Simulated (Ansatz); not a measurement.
A calculation with Ansatz (development build ahead of 0.2.0).

```yaml
crystal:
  periodic: [false, false, false]
  atoms:
    - { symbol: C, position_ang: [0.0, 0.0, -0.1059] }
    - { symbol: H, position_ang: [0.0, 1.004, 0.3178] }
    - { symbol: H, position_ang: [0.0, -1.004, 0.3178] }
    - { symbol: C, position_ang: [30.0164, -0.0027, -0.1046] }
    - { symbol: H, position_ang: [29.292, 0.7556, 0.1915] }
    - { symbol: H, position_ang: [30.6098, -0.7395, 0.4361] }
basis:
  gaussian: { orbitals: pcseg-2 }
magnetization:
  spin_polarized: true
hamiltonian:
  xc: { name: wB97X }
```

The input is written out in the form of the current development build from the run's settings.

The run gave:

```yaml
Converged: yes
Total_energy: -78.30189 hartree
Spin_squared_of_the_determinant: 2.014
Stability_test: minimum
```

Caution: the unrestricted determinant is a mixture of spin states.
